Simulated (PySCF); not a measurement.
Gas-phase reaction: 4 SiH₂Cl → SiCl₂ + 2 HCl + 3 SiH₂

Computed with PySCF (xtb for GFN2) and rigid-rotor harmonic-oscillator thermochemistry at 1 bar. † marks an energy on the PBE0/def2-TZVP geometry and frequencies; other levels use their own. MP2 freezes the core. Open shells (unrestricted): SiH₂Cl (multiplicity 2); the rest are closed-shell singlets. GFN2 has no spin-polarisation term. SiH₂Cl: computed as isolated molecules; such fragments, hydroxides, amides, oligomers or adducts are transient or little studied in the gas. MP2 isn't extrapolated to the basis-set limit.

LDA/def2-TZVP† gives ΔH°(298 K) = 414 kJ.

**Question.** What do PBE/def2-SVP, GFN2-xTB, MP2/def2-SVP† give?

**Answer.** PBE/def2-SVP: 383 kJ; GFN2-xTB: 341 kJ; MP2/def2-SVP†: 381 kJ. For scale, ΔH°(298 K) is 414 kJ at this level, 317 kJ at ωB97M-V/def2-TZVP†, and runs from 307 to 486 kJ over the 20 levels computed.
